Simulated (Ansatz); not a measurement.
`C[Si]F` + H₂ → `C[SiH]` + H–F  (hydrogenolysis of the Si–F bond)

Calculated with Ansatz (gas phase, PBE0-D4/def2-TZVP geometries, no zero-point term in ΔE). CBS: def2 TZ/QZ extrapolation, frozen cores. DFT in def2-TZVPP.

```tsv
level	ΔE (kJ/mol)
r2SCANh	162.2
CCSD/cc-pV(T+d)Z	151.1
```

Q: What does CCSD(T)/CBS give? (An estimate is asked.)

A: Ansatz gave: +156.8 kJ/mol. The listed levels differ from it by 5.4, -5.7 kJ/mol.

Largest T1 diagnostic among the species: 0.014.

At CCSD(T), def2-SVP lies −15.7 kJ/mol from the extrapolated value and def2-TZVPP −5.2 kJ/mol. From PBE to PBE0 (25 % exact exchange), in def2-TZVPP and without D4, ΔE moves by −5.8 kJ/mol.
